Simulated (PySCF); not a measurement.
# Choosing a basis for TDDFT

Species: methacrolein, C4H6O.
SMILES: `C=C(C)C=O`

TDDFT with PBE0 (PySCF), vertical singlets, core orbitals frozen in the response, spherical d and f functions. The structure is a single PBE0-D3(BJ)/def2-SVP conformer in the gas phase; no vibrational or solvent corrections.

How do the low singlets change with the basis? Take 6-31G*, def2-SVP, 6-31+G*, def2-SVPD, aug-cc-pVDZ, def2-TZVP and def2-TZVPD.

```json
{"basis": "6-31G*", "functions": "82", "diffuse": "no", "S1 (eV)": "3.80", "S2 (eV)": "6.19", "S3 (eV)": "7.22", "S4 (eV)": "7.60", "S5 (eV)": "7.88", "LUMO (eV)": "-1.37", "α (au)": "44.1"}
{"basis": "def2-SVP", "functions": "100", "diffuse": "no", "S1 (eV)": "3.76", "S2 (eV)": "6.13", "S3 (eV)": "7.11", "S4 (eV)": "7.51", "S5 (eV)": "7.79", "LUMO (eV)": "-1.57", "α (au)": "45.8"}
{"basis": "6-31+G*", "functions": "102", "diffuse": "yes", "S1 (eV)": "3.79", "S2 (eV)": "5.97", "S3 (eV)": "6.81", "S4 (eV)": "6.96", "S5 (eV)": "7.31", "LUMO (eV)": "-1.74", "α (au)": "51.2"}
{"basis": "def2-SVPD", "functions": "151", "diffuse": "yes", "S1 (eV)": "3.76", "S2 (eV)": "5.96", "S3 (eV)": "6.93", "S4 (eV)": "7.24", "S5 (eV)": "7.39", "LUMO (eV)": "-1.81", "α (au)": "54.3"}
{"basis": "aug-cc-pVDZ", "functions": "169", "diffuse": "yes", "S1 (eV)": "3.74", "S2 (eV)": "5.91", "S3 (eV)": "6.55", "S4 (eV)": "6.68", "S5 (eV)": "6.95", "LUMO (eV)": "-1.77", "α (au)": "55.4"}
{"basis": "def2-TZVP", "functions": "191", "diffuse": "no", "S1 (eV)": "3.76", "S2 (eV)": "5.98", "S3 (eV)": "6.94", "S4 (eV)": "7.40", "S5 (eV)": "7.70", "LUMO (eV)": "-1.72", "α (au)": "52.2"}
{"basis": "def2-TZVPD", "functions": "242", "diffuse": "yes", "S1 (eV)": "3.75", "S2 (eV)": "5.92", "S3 (eV)": "6.80", "S4 (eV)": "6.82", "S5 (eV)": "7.21", "LUMO (eV)": "-1.77", "α (au)": "55.3"}
```

States are compared by their number. Against the largest diffuse basis here (def2-TZVPD, itself not a converged limit), sets without diffuse functions differ by up to 0.05 eV in S1 and 0.68 eV in S5; the smaller diffuse sets differ by up to 0.05 and 0.26 eV. State by state, the largest deviation of a set without diffuse functions is S1 0.05, S2 0.26, S3 0.42, S4 0.78, S5 0.68 eV. The same number needn't mean the same state in each row. Against def2-TZVPD the polarisability deviates by -20% in 6-31G*, -17% in def2-SVP, -7% in 6-31+G*, -2% in def2-SVPD, 0% in aug-cc-pVDZ, -6% in def2-TZVP. A single + in a Pople set puts diffuse functions on heavy atoms only.
